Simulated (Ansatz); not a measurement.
# CH2F (SMILES [CH2]F) at FCI/STO-3G

What is the vertical ionisation energy of CH2F at FCI/STO-3G? 

The results are computed with Ansatz 0.2.0.

47 further runs of the same task are left out: 47 set aside as unsound or not needed.

### 1 The system as given

CH2F: 4 atoms, total charge 0, spin state doublet. As SMILES, `[CH2]F`. The coordinates come from a PBE0-D4/def2-TZVP relaxation.

Bond lengths: C1–F2 1.331 Å, C1–H3 1.082 Å, C1–H4 1.082 Å. Angles: F2–C1–H3 115.1°, F2–C1–H4 115.1°, H3–C1–H4 124.6°.

### 2 The energy at FCI/STO-3G

Input file molecule.yaml:

```yaml
crystal:
  periodic: [false, false, false]
  atoms:
    - symbol: C
      position_ang: [-0.030100, -0.057600, -0.131100]
    - symbol: F
      position_ang: [0.950000, 0.694000, 0.364600]
    - symbol: H
      position_ang: [-0.946900, 0.472300, -0.352500]
    - symbol: H
      position_ang: [0.027000, -1.108700, 0.119000]
basis:
  gaussian: {orbitals: STO-3G}
magnetization: {spin_polarized: true, initial_magnetization: 1}
correlation: {method: fci, frozen_orbitals: {C: 1, F: 1, H: 0}}
accuracy: high
```

Command:

```
ansatz run molecule.yaml --threads 1 --pin off --max-ram 2610MiB --events-out events.jsonl --progress --plain --runs-dir runs
```

Log:

```text
Warning: RAYON_NUM_THREADS=1 ignored (pool sized by the plan → 1); use --threads N
Functional definition: HF
  name "HF"
  exchange = exact_x
  correlation = 0
186 factors; integrals over basis functions are off by at most 1.3e-8 eV
mean field evaluation 1: about -3714.2220 eV, gradient 1.0e1 eV
mean field evaluation 2: about -3714.3009 eV, gradient 1.0e1 eV
mean field evaluation 4: about -3715.2202 eV, gradient 1.4e0 eV
mean field evaluation 8: about -3715.2614 eV, gradient 1.8e-2 eV
mean field -3715.26136689 eV, -136.5333369387 hartree, gradient 2.8e-8 eV, S^2 0.760846; 0 other end points of the search recorded, 0 dependent functions left out
mean field evaluation 16: about -3715.1776 eV, gradient 2.7e-1 eV
2 core orbitals not correlated: weight in the atoms' cores, before any rotation towards them, 1.000 or more for the frozen orbitals, at most 0.000 for the correlated occupied ones
reference -3715.17759492 eV, -136.5302583754 hartree; 7, 6 occupied and 3, 4 virtual orbitals, 186 factors
state -3717.41113157 eV, -136.6123393336 hartree
Total energy: -3717.41113157 eV, -136.6123393336 hartree
```

Wall time 0.2 s (1 thread of Arm Neoverse V2, shared host).

### 3 The singlet cation

Input file in.yaml:

```yaml
crystal:
  periodic: [false, false, false]
  atoms:
    - {symbol: C, position_ang: [-0.030100, -0.057600, -0.131100]}
    - {symbol: F, position_ang: [0.950000, 0.694000, 0.364600]}
    - {symbol: H, position_ang: [-0.946900, 0.472300, -0.352500]}
    - {symbol: H, position_ang: [0.027000, -1.108700, 0.119000]}
basis:
  gaussian:
    orbitals: STO-3G
total_charge: 1
correlation:
  method: fci
  frozen_orbitals: {C: 1, F: 1, H: 0}
accuracy: high
```

Command:

```
ansatz run in.yaml --threads 1 --pin off --max-ram 2610MiB --events-out events.jsonl --progress --plain --runs-dir runs
```

Log:

```text
Warning: RAYON_NUM_THREADS=1 ignored (pool sized by the plan → 1); use --threads N
Functional definition: HF
  name "HF"
  exchange = exact_x
  correlation = 0
186 factors; integrals over basis functions are off by at most 1.3e-8 eV
mean field evaluation 1: about -3703.3145 eV, gradient 3.3e1 eV
mean field evaluation 2: about -3703.3640 eV, gradient 3.3e1 eV
mean field evaluation 4: about -3707.6894 eV, gradient 1.8e0 eV
mean field evaluation 8: about -3707.7091 eV, gradient 7.4e-2 eV
mean field -3707.70914562 eV, -136.2557979261 hartree, gradient 1.5e-8 eV, S^2 0.000000; 0 other end points of the search recorded, 0 dependent functions left out
2 core orbitals not correlated: weight in the atoms' cores, before any rotation towards them, 1.000 or more for the frozen orbitals, at most 0.000 for the correlated occupied ones
reference -3707.70914562 eV, -136.2557979261 hartree; 6, 6 occupied and 4, 4 virtual orbitals, 186 factors
state -3711.11871397 eV, -136.3810972516 hartree
Total energy: -3711.11871397 eV, -136.3810972516 hartree
```

Wall time 0.24 s (1 thread of Arm Neoverse V2, shared host).

### 4 What came out

At FCI/STO-3G, 2 core orbitals frozen:

```
                                                   quantity          value
                                 doublet CH2F: total energy  -136.61234 Eh
  doublet CH2F: correlation energy (2 core orbitals frozen)      -82.1 mEh
                               singlet cation: total energy  -136.38110 Eh
singlet cation: correlation energy (2 core orbitals frozen)     -125.3 mEh
         vertical ionisation energy (to the singlet cation)       6.292 eV
```

What this shows: The vertical ionisation energy comes to 6.29 eV (607 kJ/mol). Only the singlet of the ionised species was computed; a triplet could lie lower. In a minimal basis such a difference can be off by several eV, whatever the method.
